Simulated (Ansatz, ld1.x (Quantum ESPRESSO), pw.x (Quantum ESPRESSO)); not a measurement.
# Sb (diamond): variants of one ultrasoft potential in the solid

- Element: Sb
- Generator: ld1.x (Quantum ESPRESSO) 7.5
- Type: ultrasoft
- Functional: LDA (PW92)
- Relativity: scalar-relativistic
- Frozen core: [Kr] 4d10
- Valence charge: 5
- Reference configuration: 5s2 5p3
- Partial waves: 5s (bound): rcut 1.55, rcutus 1.90 bohr; 5s channel at 2.5 Ry: rcut 1.55, rcutus 1.90 bohr; 5p (bound): rcut 2.30, rcutus 2.75 bohr; 5p channel at 0.65 Ry: rcut 2.30, rcutus 2.75 bohr; 5d channel at -0.2 Ry: rcut 2.45, rcutus 2.80 bohr; 5d channel at 1.85 Ry: rcut 2.45, rcutus 2.80 bohr
- Local potential: all-electron potential smoothed inside 1.65 bohr (lloc = -1)
- Core correction: none
- Augmentation charge: PSQ, radius 1.75 bohr

Crystal test: diamond Sb in pw.x 7.5, no spin, 8³ k-points, Fermi–Dirac smearing 0.01 Ry, cutoffs set for each file from its atomic test. The reference is all-electron LAPW (Ansatz 0.2.0) with the same functional, mesh and smearing; V0 and B0 come from Birch–Murnaghan fits to the pressures at five volumes. Errors are pseudo minus all-electron; Δ is the rms difference of the E(V) curves that follow from these fits, minima aligned, over ±6 % about the mean V0. Mesh and smearing are coarse, so the numbers serve the comparison and aren't converged zero-temperature values; the lattice is a test structure that the element need not adopt.

All-electron: a0 = 6.821 Å (V0 = 39.67 Å³/atom), B0 = 37.1 GPa.

Base: The logarithmic derivative shows an extra or strongly shifted pseudo pole above the reference energy (s near 0.05 Ry).

1 further variants are left out: they gave no file fit for a test, a broken result, the same result as the base, or pressures whose basis-set error rivals the error shown.

```csv
change,cutoffs (Ry),pw.x,a0 (Å),a0 error (%),B0 error (%),Δ (meV/atom),mean pressure error (GPa)
base,40/320,converged,6.809,-0.18,+0.8,1.7,-0.20
"wave 5d channel at -0.2 Ry: rcut 2.45, rcutus 2.80 bohr becomes 5d channel at 0.24 Ry: rcut 2.45, rcutus 2.80 bohr",40/320,converged,6.802,-0.27,+0.8,2.6,-0.30
"waves 5p (bound): rcut 1.88, rcutus 2.00 bohr; 5p channel at 0.65 Ry: rcut 1.88, rcutus 2.00 bohr",40/320,converged,6.810,-0.16,+1.1,1.6,-0.18
core correction a·sin(br)/r model core inside 1.04 bohr,40/320,converged,6.833,+0.18,+1.0,1.7,+0.20
local potential all-electron potential smoothed inside 2.00 bohr (lloc = -1),40/320,converged,6.812,-0.13,+0.7,1.2,-0.14
```
